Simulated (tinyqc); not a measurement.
Worked calculation (part 1 of 2): ROHF in the sto-3g basis, for CH3, spin multiplicity 2. Computed by tinyqc, a small Python program that keeps every step (integrals from PySCF). Settings: charge = 0, multiplicity = 2, basis = sto-3g, energy threshold = 1e-09, iteration cap = 64, orthogonalisation = symmetric, start = Wolfsberg-Helmholz matrix, DIIS depth = 8, method = ROHF. Command: `OMP_NUM_THREADS=1 python tinyqc.py 24724 24725 out.jsonl` (the two numbers bound the seeds that draw the settings). One thread of a shared host (Intel(R) Xeon(R) Processor @ 2.60GHz), about 0.07 s of CPU time with the checks. Later iterations appear only in the table of the cycle.

## One-electron integrals

Geometry (angstrom):
```
atom,x,y,z
C,0.000000,0.000000,0.079000
H,1.355000,0.000000,0.000000
H,-0.678000,1.174000,0.000000
H,-0.678000,-1.174000,0.000000
```

Basis sto-3g: exponents (1/bohr^2) and contraction coefficients of normalised primitives:
```
element,l (shell),exponent,coefficient
C,s (1),71.616837,0.154329
C,s (1),13.045096,0.535328
C,s (1),3.530512,0.444635
C,s (2),2.941249,-0.099967
C,s (2),0.683483,0.399513
C,s (2),0.222290,0.700115
C,p (3),2.941249,0.155916
C,p (3),0.683483,0.607684
C,p (3),0.222290,0.391957
H,s (1),3.425251,0.154329
H,s (1),0.623914,0.535328
H,s (1),0.168855,0.444635
```

Overlap, kinetic and nuclear-attraction integrals over the contracted functions; the nuclear repulsion is the sum of Za Zb / Rab.

nuclear repulsion = 7.69148000 hartree

overlap S, lower triangle:
```
,1C 1s,1C 2s,1C 2px,1C 2py,1C 2pz,2H 1s,3H 1s,4H 1s
1C 1s,1.000000
1C 2s,0.248362,1.000000
1C 2px,0.000000,0.000000,1.000000
1C 2py,0.000000,0.000000,0.000000,1.000000
1C 2pz,0.000000,0.000000,0.000000,0.000000,1.000000
2H 1s,0.033659,0.349442,0.366061,0.000000,-0.021342,1.000000
3H 1s,0.033605,0.349102,-0.182932,0.316758,-0.021315,0.065538,1.000000
4H 1s,0.033605,0.349102,-0.182932,-0.316758,-0.021315,0.065538,0.065494,1.000000
```

kinetic energy T (hartree), lower triangle:
```
,1C 1s,1C 2s,1C 2px,1C 2py,1C 2pz,2H 1s,3H 1s,4H 1s
1C 1s,15.891122
1C 2s,-0.085890,0.472250
1C 2px,0.000000,0.000000,1.477728
1C 2py,0.000000,0.000000,0.000000,1.477728
1C 2pz,0.000000,0.000000,0.000000,0.000000,1.477728
2H 1s,-0.010224,0.039557,0.126850,0.000000,-0.007396,0.760032
3H 1s,-0.010210,0.039426,-0.063303,0.109612,-0.007376,-0.011344,0.760032
4H 1s,-0.010210,0.039426,-0.063303,-0.109612,-0.007376,-0.011344,-0.011343,0.760032
```

nuclear attraction V (hartree), lower triangle:
```
,1C 1s,1C 2s,1C 2px,1C 2py,1C 2pz,2H 1s,3H 1s,4H 1s
1C 1s,-34.821956
1C 2s,-4.482618,-6.349780
1C 2px,-0.000009,-0.000085,-6.346544
1C 2py,0.000000,0.000000,0.000000,-6.346412
1C 2pz,0.001905,0.021243,0.000007,0.000000,-6.228843
2H 1s,-0.615155,-1.753906,-1.682014,0.000000,0.101572,-3.999397
3H 1s,-0.614168,-1.751840,0.840335,-1.455102,0.101418,-0.295033,-3.998194
4H 1s,-0.614168,-1.751840,0.840335,1.455102,0.101418,-0.295033,-0.294779,-3.998194
```

core Hamiltonian H = T + V (hartree), lower triangle:
```
,1C 1s,1C 2s,1C 2px,1C 2py,1C 2pz,2H 1s,3H 1s,4H 1s
1C 1s,-18.930834
1C 2s,-4.568508,-5.877530
1C 2px,-0.000009,-0.000085,-4.868816
1C 2py,0.000000,0.000000,0.000000,-4.868684
1C 2pz,0.001905,0.021243,0.000007,0.000000,-4.751115
2H 1s,-0.625379,-1.714349,-1.555164,0.000000,0.094176,-3.239365
3H 1s,-0.624377,-1.712414,0.777032,-1.345490,0.094042,-0.306377,-3.238162
4H 1s,-0.624377,-1.712414,0.777032,1.345490,0.094042,-0.306377,-0.306122,-3.238162
```

## Two-electron integrals

Functions are numbered as in S; the eight-fold symmetry (ij|kl) = (ji|kl) = (kl|ij) leaves the list below.

Two-electron integrals (ij|kl) in chemists' order, unique and non-zero (hartree):
```
i,j,k,l,(ij|kl)
1,1,1,1,3.541948
2,1,1,1,0.576921
2,1,2,1,0.111888
2,2,1,1,0.854682
2,2,2,1,0.205284
2,2,2,2,0.624709
3,1,3,1,0.020296
3,2,3,1,0.030858
3,2,3,2,0.137996
3,3,1,1,0.852436
3,3,2,1,0.205335
3,3,2,2,0.624568
3,3,3,3,0.672833
4,1,4,1,0.020296
4,2,4,1,0.030858
4,2,4,2,0.137996
4,3,4,3,0.036269
4,4,1,1,0.852436
4,4,2,1,0.205335
4,4,2,2,0.624568
4,4,3,3,0.600295
4,4,4,4,0.672833
5,1,5,1,0.020296
5,2,5,1,0.030858
5,2,5,2,0.137996
5,3,5,3,0.036269
5,4,5,4,0.036269
5,5,1,1,0.852436
5,5,2,1,0.205335
5,5,2,2,0.624568
5,5,3,3,0.600295
5,5,4,4,0.600295
5,5,5,5,0.672833
6,1,1,1,0.078444
6,1,2,1,0.015134
6,1,2,2,0.027764
6,1,3,1,0.000885
6,1,3,2,0.001670
6,1,3,3,0.027951
6,1,4,4,0.027674
6,1,5,1,-0.000052
6,1,5,2,-0.000097
6,1,5,3,-0.000016
6,1,5,5,0.027675
6,1,6,1,0.002090
6,2,1,1,0.215274
6,2,2,1,0.052531
6,2,2,2,0.179502
6,2,3,1,0.004947
6,2,3,2,0.036294
6,2,3,3,0.188327
6,2,4,4,0.174976
6,2,5,1,-0.000288
6,2,5,2,-0.002116
6,2,5,3,-0.000778
6,2,5,5,0.175022
6,2,6,1,0.007418
6,2,6,2,0.071893
6,3,1,1,0.194505
6,3,2,1,0.048029
6,3,2,2,0.174022
6,3,3,1,0.008836
6,3,3,2,0.059365
6,3,3,3,0.190922
6,3,4,4,0.165451
6,3,5,1,-0.000225
6,3,5,2,-0.001868
6,3,5,3,-0.001088
6,3,5,5,0.165491
6,3,6,1,0.007047
6,3,6,2,0.082579
6,3,6,3,0.101225
6,4,4,1,0.004975
6,4,4,2,0.027324
6,4,4,3,0.006810
6,4,5,4,-0.000397
6,4,6,4,0.008098
6,5,1,1,-0.011340
6,5,2,1,-0.002800
6,5,2,2,-0.010146
6,5,3,1,-0.000225
6,5,3,2,-0.001868
6,5,3,3,-0.010337
6,5,4,4,-0.009646
6,5,5,1,0.004988
6,5,5,2,0.027432
6,5,5,3,0.006851
6,5,5,5,-0.010443
6,5,6,1,-0.000411
6,5,6,2,-0.004815
6,5,6,3,-0.005430
6,5,6,5,0.008414
6,6,1,1,0.386789
6,6,2,1,0.095923
6,6,2,2,0.374628
6,6,3,1,0.010257
6,6,3,2,0.103956
6,6,3,3,0.411396
6,6,4,4,0.355885
6,6,5,1,-0.000598
6,6,5,2,-0.006061
6,6,5,3,-0.003236
6,6,5,5,0.356073
6,6,6,1,0.013665
6,6,6,2,0.199681
6,6,6,3,0.252032
6,6,6,5,-0.014694
6,6,6,6,0.774606
7,1,1,1,0.078318
7,1,2,1,0.015110
7,1,2,2,0.027719
7,1,3,1,-0.000442
7,1,3,2,-0.000834
7,1,3,3,0.027699
7,1,4,1,0.000765
7,1,4,2,0.001444
7,1,4,3,-0.000119
7,1,4,4,0.027837
7,1,5,1,-0.000051
7,1,5,2,-0.000097
7,1,5,3,0.000008
7,1,5,4,-0.000014
7,1,5,5,0.027631
7,1,6,1,0.002024
7,1,6,2,0.006956
7,1,6,3,0.006241
7,1,6,4,0.000225
7,1,6,5,-0.000387
7,1,6,6,0.012670
7,1,7,1,0.002083
7,2,1,1,0.215014
7,2,2,1,0.052468
7,2,2,2,0.179297
7,2,3,1,-0.002471
7,2,3,2,-0.018132
7,2,3,3,0.178112
7,2,4,1,0.004279
7,2,4,2,0.031396
7,2,4,3,-0.005776
7,2,4,4,0.184778
7,2,5,1,-0.000288
7,2,5,2,-0.002113
7,2,5,3,0.000389
7,2,5,4,-0.000673
7,2,5,5,0.174822
7,2,6,1,0.006959
7,2,6,2,0.048343
7,2,6,3,0.044192
7,2,6,4,0.005697
7,2,6,5,-0.003152
7,2,6,6,0.101648
7,2,7,1,0.007397
7,2,7,2,0.071745
7,3,1,1,-0.097174
7,3,2,1,-0.023995
7,3,2,2,-0.086946
7,3,3,1,0.005933
7,3,3,2,0.035294
7,3,3,3,-0.090949
7,3,4,1,-0.001670
7,3,4,2,-0.013863
7,3,4,3,0.008455
7,3,4,4,-0.087105
7,3,5,1,0.000112
7,3,5,2,0.000933
7,3,5,3,-0.000569
7,3,5,4,0.000299
7,3,5,5,-0.082685
7,3,6,1,-0.002929
7,3,6,2,-0.017173
7,3,6,3,-0.011494
7,3,6,4,-0.001432
7,3,6,5,0.001106
7,3,6,6,-0.032274
7,3,7,1,-0.003515
7,3,7,2,-0.041220
7,3,7,3,0.031331
7,4,1,1,0.168262
7,4,2,1,0.041550
7,4,2,2,0.150553
7,4,3,1,-0.001670
7,4,3,2,-0.013863
7,4,3,3,0.145703
7,4,4,1,0.007860
7,4,4,2,0.051293
7,4,4,3,-0.007842
7,4,4,4,0.162609
7,4,5,1,-0.000195
7,4,5,2,-0.001615
7,4,5,3,0.000299
7,4,5,4,-0.000914
7,4,5,5,0.143174
7,4,6,1,0.005520
7,4,6,2,0.041126
7,4,6,3,0.037566
7,4,6,4,0.009376
7,4,6,5,-0.002632
7,4,6,6,0.087641
7,4,7,1,0.006087
7,4,7,2,0.071375
7,4,7,3,-0.040262
7,4,7,4,0.077795
7,5,1,1,-0.011323
7,5,2,1,-0.002796
7,5,2,2,-0.010131
7,5,3,1,0.000112
7,5,3,2,0.000933
7,5,3,3,-0.009805
7,5,4,1,-0.000195
7,5,4,2,-0.001615
7,5,4,3,0.000299
7,5,4,4,-0.010149
7,5,5,1,0.004981
7,5,5,2,0.027397
7,5,5,3,-0.003422
7,5,5,4,0.005925
7,5,5,5,-0.010427
7,5,6,1,-0.000387
7,5,6,2,-0.003151
7,5,6,3,-0.002831
7,5,6,4,-0.000358
7,5,6,5,0.005204
7,5,6,6,-0.006967
7,5,7,1,-0.000410
7,5,7,2,-0.004803
7,5,7,3,0.002709
7,5,7,4,-0.004691
7,5,7,5,0.008395
7,6,1,1,0.035532
7,6,2,1,0.008707
7,6,2,2,0.030933
7,6,3,1,0.000343
7,6,3,2,0.002711
7,6,3,3,0.031170
7,6,4,1,0.000594
7,6,4,2,0.004699
7,6,4,3,0.000260
7,6,4,4,0.031471
7,6,5,1,-0.000080
7,6,5,2,-0.000633
7,6,5,3,-0.000088
7,6,5,4,-0.000153
7,6,5,5,0.030124
7,6,6,1,0.001200
7,6,6,2,0.010892
7,6,6,3,0.011668
7,6,6,4,0.001224
7,6,6,5,-0.000804
7,6,6,6,0.028043
7,6,7,1,0.001198
7,6,7,2,0.010882
7,6,7,3,-0.004773
7,6,7,4,0.010708
7,6,7,5,-0.000803
7,6,7,6,0.002108
7,7,1,1,0.386595
7,7,2,1,0.095876
7,7,2,2,0.374467
7,7,3,1,-0.005125
7,7,3,2,-0.051956
7,7,3,3,0.369611
7,7,4,1,0.008874
7,7,4,2,0.089964
7,7,4,3,-0.024023
7,7,4,4,0.397334
7,7,5,1,-0.000597
7,7,5,2,-0.006054
7,7,5,3,0.001617
7,7,5,4,-0.002799
7,7,5,5,0.355926
7,7,6,1,0.012684
7,7,6,2,0.101723
7,7,6,3,0.092084
7,7,6,4,0.015894
7,7,6,5,-0.006973
7,7,6,6,0.225210
7,7,7,1,0.013636
7,7,7,2,0.199444
7,7,7,3,-0.125914
7,7,7,4,0.218028
7,7,7,5,-0.014671
7,7,7,6,0.028043
7,7,7,7,0.774606
8,1,1,1,0.078318
8,1,2,1,0.015110
8,1,2,2,0.027719
8,1,3,1,-0.000442
8,1,3,2,-0.000834
8,1,3,3,0.027699
8,1,4,1,-0.000765
8,1,4,2,-0.001444
8,1,4,3,0.000119
8,1,4,4,0.027837
8,1,5,1,-0.000051
8,1,5,2,-0.000097
8,1,5,3,0.000008
8,1,5,4,0.000014
8,1,5,5,0.027631
8,1,6,1,0.002024
8,1,6,2,0.006956
8,1,6,3,0.006241
8,1,6,4,-0.000225
8,1,6,5,-0.000387
8,1,6,6,0.012670
8,1,7,1,0.002021
8,1,7,2,0.006948
8,1,7,3,-0.003312
8,1,7,4,0.005287
8,1,7,5,-0.000386
8,1,7,6,0.001139
8,1,7,7,0.012664
8,1,8,1,0.002083
8,2,1,1,0.215014
8,2,2,1,0.052468
8,2,2,2,0.179297
8,2,3,1,-0.002471
8,2,3,2,-0.018132
8,2,3,3,0.178112
8,2,4,1,-0.004279
8,2,4,2,-0.031396
8,2,4,3,0.005776
8,2,4,4,0.184778
8,2,5,1,-0.000288
8,2,5,2,-0.002113
8,2,5,3,0.000389
8,2,5,4,0.000673
8,2,5,5,0.174822
8,2,6,1,0.006959
8,2,6,2,0.048343
8,2,6,3,0.044192
8,2,6,4,-0.005697
8,2,6,5,-0.003152
8,2,6,6,0.101648
8,2,7,1,0.006948
8,2,7,2,0.048291
8,2,7,3,-0.027012
8,2,7,4,0.035392
8,2,7,5,-0.003147
8,2,7,6,0.007901
8,2,7,7,0.101620
8,2,8,1,0.007397
8,2,8,2,0.071745
8,3,1,1,-0.097174
8,3,2,1,-0.023995
8,3,2,2,-0.086946
8,3,3,1,0.005933
8,3,3,2,0.035294
8,3,3,3,-0.090949
8,3,4,1,0.001670
8,3,4,2,0.013863
8,3,4,3,-0.008455
8,3,4,4,-0.087105
8,3,5,1,0.000112
8,3,5,2,0.000933
8,3,5,3,-0.000569
8,3,5,4,-0.000299
8,3,5,5,-0.082685
8,3,6,1,-0.002929
8,3,6,2,-0.017173
8,3,6,3,-0.011494
8,3,6,4,0.001432
8,3,6,5,0.001106
8,3,6,6,-0.032274
8,3,7,1,-0.003312
8,3,7,2,-0.027012
8,3,7,3,0.019795
8,3,7,4,-0.019486
8,3,7,5,0.001724
8,3,7,6,-0.003478
8,3,7,7,-0.059770
8,3,8,1,-0.003515
8,3,8,2,-0.041220
8,3,8,3,0.031331
8,4,1,1,-0.168262
8,4,2,1,-0.041550
8,4,2,2,-0.150553
8,4,3,1,0.001670
8,4,3,2,0.013863
8,4,3,3,-0.145703
8,4,4,1,0.007860
8,4,4,2,0.051293
8,4,4,3,-0.007842
8,4,4,4,-0.162609
8,4,5,1,0.000195
8,4,5,2,0.001615
8,4,5,3,-0.000299
8,4,5,4,-0.000914
8,4,5,5,-0.143174
8,4,6,1,-0.005520
8,4,6,2,-0.041126
8,4,6,3,-0.037566
8,4,6,4,0.009376
8,4,6,5,0.002632
8,4,6,6,-0.087641
8,4,7,1,-0.005287
8,4,7,2,-0.035392
8,4,7,3,0.019486
8,4,7,4,-0.021902
8,4,7,5,0.002271
8,4,7,6,-0.006021
8,4,7,7,-0.071743
8,4,8,1,-0.006087
8,4,8,2,-0.071375
8,4,8,3,0.040262
8,4,8,4,0.077795
8,5,1,1,-0.011323
8,5,2,1,-0.002796
8,5,2,2,-0.010131
8,5,3,1,0.000112
8,5,3,2,0.000933
8,5,3,3,-0.009805
8,5,4,1,0.000195
8,5,4,2,0.001615
8,5,4,3,-0.000299
8,5,4,4,-0.010149
8,5,5,1,0.004981
8,5,5,2,0.027397
8,5,5,3,-0.003422
8,5,5,4,-0.005925
8,5,5,5,-0.010427
8,5,6,1,-0.000387
8,5,6,2,-0.003151
8,5,6,3,-0.002831
8,5,6,4,0.000358
8,5,6,5,0.005204
8,5,6,6,-0.006967
8,5,7,1,-0.000386
8,5,7,2,-0.003147
8,5,7,3,0.001724
8,5,7,4,-0.002271
8,5,7,5,0.005198
8,5,7,6,-0.000564
8,5,7,7,-0.006964
8,5,8,1,-0.000410
8,5,8,2,-0.004803
8,5,8,3,0.002709
8,5,8,4,0.004691
8,5,8,5,0.008395
8,6,1,1,0.035532
8,6,2,1,0.008707
8,6,2,2,0.030933
8,6,3,1,0.000343
8,6,3,2,0.002711
8,6,3,3,0.031170
8,6,4,1,-0.000594
8,6,4,2,-0.004699
8,6,4,3,-0.000260
8,6,4,4,0.031471
8,6,5,1,-0.000080
8,6,5,2,-0.000633
8,6,5,3,-0.000088
8,6,5,4,0.000153
8,6,5,5,0.030124
8,6,6,1,0.001200
8,6,6,2,0.010892
8,6,6,3,0.011668
8,6,6,4,-0.001224
8,6,6,5,-0.000804
8,6,6,6,0.028043
8,6,7,1,0.001139
8,6,7,2,0.007901
8,6,7,3,-0.003478
8,6,7,4,0.006021
8,6,7,5,-0.000564
8,6,7,6,0.001592
8,6,7,7,0.016565
8,6,8,1,0.001198
8,6,8,2,0.010882
8,6,8,3,-0.004773
8,6,8,4,-0.010708
8,6,8,5,-0.000803
8,6,8,6,0.002108
8,7,1,1,0.035500
8,7,2,1,0.008699
8,7,2,2,0.030907
8,7,3,1,-0.000685
8,7,3,2,-0.005422
8,7,3,3,0.031595
8,7,4,4,0.030994
8,7,5,1,-0.000080
8,7,5,2,-0.000632
8,7,5,3,0.000177
8,7,5,5,0.030099
8,7,6,1,0.001139
8,7,6,2,0.007903
8,7,6,3,0.006953
8,7,6,5,-0.000565
8,7,6,6,0.016556
8,7,7,1,0.001197
8,7,7,2,0.010873
8,7,7,3,-0.006885
8,7,7,4,0.009478
8,7,7,5,-0.000802
8,7,7,6,0.001591
8,7,7,7,0.028022
8,7,8,1,0.001197
8,7,8,2,0.010873
8,7,8,3,-0.006885
8,7,8,4,-0.009478
8,7,8,5,-0.000802
8,7,8,6,0.001591
8,7,8,7,0.002105
8,8,1,1,0.386595
8,8,2,1,0.095876
8,8,2,2,0.374467
8,8,3,1,-0.005125
8,8,3,2,-0.051956
8,8,3,3,0.369611
8,8,4,1,-0.008874
8,8,4,2,-0.089964
8,8,4,3,0.024023
8,8,4,4,0.397334
8,8,5,1,-0.000597
8,8,5,2,-0.006054
8,8,5,3,0.001617
8,8,5,4,0.002799
8,8,5,5,0.355926
8,8,6,1,0.012684
8,8,6,2,0.101723
8,8,6,3,0.092084
8,8,6,4,-0.015894
8,8,6,5,-0.006973
8,8,6,6,0.225210
8,8,7,1,0.012664
8,8,7,2,0.101620
8,8,7,3,-0.059770
8,8,7,4,0.071743
8,8,7,5,-0.006964
8,8,7,6,0.016565
8,8,7,7,0.225175
8,8,8,1,0.013636
8,8,8,2,0.199444
8,8,8,3,-0.125914
8,8,8,4,-0.218028
8,8,8,5,-0.014671
8,8,8,6,0.028043
8,8,8,7,0.028022
8,8,8,8,0.774606
```

## Orthogonalisation

S = U s U^T; symmetric (Loewdin) form X = U s^(-1/2) U^T, so that X^T S X = 1.

eigenvalues of S: 0.417307  0.517777  0.518094  0.971165  1.006807  1.416412  1.416671  1.735767

X, lower triangle:
```
,1C 1s,1C 2s,1C 2px,1C 2py,1C 2pz,2H 1s,3H 1s,4H 1s
1C 1s,1.027008
1C 2s,-0.149829,1.198763
1C 2px,-0.000010,0.000116,1.094907
1C 2py,0.000000,0.000000,0.000000,1.094756
1C 2pz,0.001219,-0.010370,-0.000008,0.000000,1.000616
2H 1s,0.020635,-0.208880,-0.223822,0.000000,0.012468,1.120758
3H 1s,0.020618,-0.208596,0.111816,-0.193604,0.012447,-0.014305,1.120501
4H 1s,0.020618,-0.208596,0.111816,0.193604,0.012447,-0.014305,-0.014285,1.120501
```

## Starting guess

The start is the generalised Wolfsberg-Helmholz matrix (K = 1.75) built on H; D(s) = C_occ C_occ^T for each spin.

D(alpha) at the start, lower triangle:
```
,1C 1s,1C 2s,1C 2px,1C 2py,1C 2pz,2H 1s,3H 1s,4H 1s
1C 1s,1.024745
1C 2s,-0.104281,0.499041
1C 2px,0.000053,-0.000192,0.650245
1C 2py,0.000000,0.000000,0.000000,0.650569
1C 2pz,-0.008065,0.027178,0.000015,0.000000,0.998728
2H 1s,-0.068808,0.166648,0.221856,0.000000,-0.006171,0.132776
3H 1s,-0.068746,0.166533,-0.110973,0.192108,-0.006160,0.019146,0.132602
4H 1s,-0.068746,0.166533,-0.110973,-0.192108,-0.006160,0.019146,0.019146,0.132602
```

D(beta) at the start, lower triangle:
```
,1C 1s,1C 2s,1C 2px,1C 2py,1C 2pz,2H 1s,3H 1s,4H 1s
1C 1s,1.024500
1C 2s,-0.103470,0.496348
1C 2px,0.000053,-0.000193,0.650245
1C 2py,0.000000,0.000000,0.000000,0.650569
1C 2pz,0.007556,-0.024652,0.000006,0.000000,0.001230
2H 1s,-0.068773,0.166535,0.221856,0.000000,-0.008355,0.132771
3H 1s,-0.068712,0.166419,-0.110973,0.192108,-0.008347,0.019141,0.132597
4H 1s,-0.068712,0.166419,-0.110973,-0.192108,-0.008347,0.019141,0.019141,0.132597
```

## Iteration 1: building the Fock matrix

J_ij = sum D_kl (ij|kl) with D = D(alpha) + D(beta), K_ij = sum D_kl (ik|jl) for each spin; F = H + J - K(s); E = tr D H + tr D J / 2 - 0.5 sum_s tr D(s) K(s) + E_nn.

Coulomb J (hartree), lower triangle:
```
,1C 1s,1C 2s,1C 2px,1C 2py,1C 2pz,2H 1s,3H 1s,4H 1s
1C 1s,12.139014
1C 2s,2.378392,5.642027
1C 2px,-0.000001,0.000027,5.666802
1C 2py,0.000000,0.000000,0.000000,5.666758
1C 2pz,-0.001924,-0.015799,-0.000003,0.000000,5.575890
2H 1s,0.322651,1.613292,1.565539,0.000000,-0.093715,3.455944
3H 1s,0.322134,1.611423,-0.782161,1.354366,-0.093574,0.276998,3.454404
4H 1s,0.322134,1.611423,-0.782161,-1.354366,-0.093574,0.276998,0.276765,3.454404
```

exchange K(alpha) (hartree), lower triangle:
```
,1C 1s,1C 2s,1C 2px,1C 2py,1C 2pz,2H 1s,3H 1s,4H 1s
1C 1s,3.596797
1C 2s,0.664553,0.941012
1C 2px,0.000003,-0.000015,0.774240
1C 2py,0.000000,0.000000,0.000000,0.774257
1C 2pz,-0.000690,0.005560,0.000001,0.000000,0.841160
2H 1s,0.092474,0.340786,0.319293,0.000000,-0.016799,0.400685
3H 1s,0.092327,0.340432,-0.159562,0.276282,-0.016774,0.068585,0.400161
4H 1s,0.092327,0.340432,-0.159562,-0.276282,-0.016774,0.068585,0.068539,0.400161
```

exchange K(beta) (hartree), lower triangle:
```
,1C 1s,1C 2s,1C 2px,1C 2py,1C 2pz,2H 1s,3H 1s,4H 1s
1C 1s,3.576327
1C 2s,0.633862,0.801898
1C 2px,0.000003,-0.000015,0.737716
1C 2py,0.000000,0.000000,0.000000,0.737733
1C 2pz,0.000487,-0.031597,-0.000005,0.000000,0.169803
2H 1s,0.087511,0.313564,0.312496,0.000000,-0.017310,0.392614
3H 1s,0.087372,0.313246,-0.156166,0.270403,-0.017287,0.063597,0.392108
4H 1s,0.087372,0.313246,-0.156166,-0.270403,-0.017287,0.063597,0.063558,0.392108
```

F(alpha) (hartree), lower triangle:
```
,1C 1s,1C 2s,1C 2px,1C 2py,1C 2pz,2H 1s,3H 1s,4H 1s
1C 1s,-10.388617
1C 2s,-2.854669,-1.176514
1C 2px,-0.000014,-0.000043,0.023747
1C 2py,0.000000,0.000000,0.000000,0.023817
1C 2pz,0.000670,-0.000116,0.000003,0.000000,-0.016385
2H 1s,-0.395202,-0.441843,-0.308919,0.000000,0.017261,-0.184107
3H 1s,-0.394571,-0.441423,0.154432,-0.267405,0.017242,-0.097964,-0.183918
4H 1s,-0.394571,-0.441423,0.154432,0.267405,0.017242,-0.097964,-0.097896,-0.183918
```

F(beta) (hartree), lower triangle:
```
,1C 1s,1C 2s,1C 2px,1C 2py,1C 2pz,2H 1s,3H 1s,4H 1s
1C 1s,-10.368147
1C 2s,-2.823978,-1.037400
1C 2px,-0.000014,-0.000043,0.060270
1C 2py,0.000000,0.000000,0.000000,0.060341
1C 2pz,-0.000506,0.037041,0.000009,0.000000,0.654972
2H 1s,-0.390239,-0.414621,-0.302122,0.000000,0.017772,-0.176035
3H 1s,-0.389615,-0.414237,0.151037,-0.261527,0.017755,-0.092976,-0.175866
4H 1s,-0.389615,-0.414237,0.151037,0.261527,0.017755,-0.092976,-0.092915,-0.175866
```

total energy of this density = -38.54590097 hartree

## Iteration 1: Roothaan effective Fock matrix

With projectors Pc = D(beta) S, Po = (D(alpha) - D(beta)) S, Pv = 1 - D(alpha) S, the block xy is Px^T F Py; with Fc = (F(alpha) + F(beta))/2, the blocks are Fc for cc, oo, vv and cv, F(beta) for co and F(alpha) for ov.

effective F (hartree), lower triangle:
```
,1C 1s,1C 2s,1C 2px,1C 2py,1C 2pz,2H 1s,3H 1s,4H 1s
1C 1s,-10.378388
1C 2s,-2.839277,-1.106622
1C 2px,-0.000014,-0.000043,0.042008
1C 2py,0.000000,0.000000,0.000000,0.042079
1C 2pz,0.001178,0.021779,0.000006,0.000000,0.318941
2H 1s,-0.392730,-0.428079,-0.305520,0.000000,0.020632,-0.180079
3H 1s,-0.392102,-0.427677,0.152735,-0.264466,0.020614,-0.095478,-0.179900
4H 1s,-0.392102,-0.427677,0.152735,0.264466,0.020614,-0.095478,-0.095413,-0.179900
```
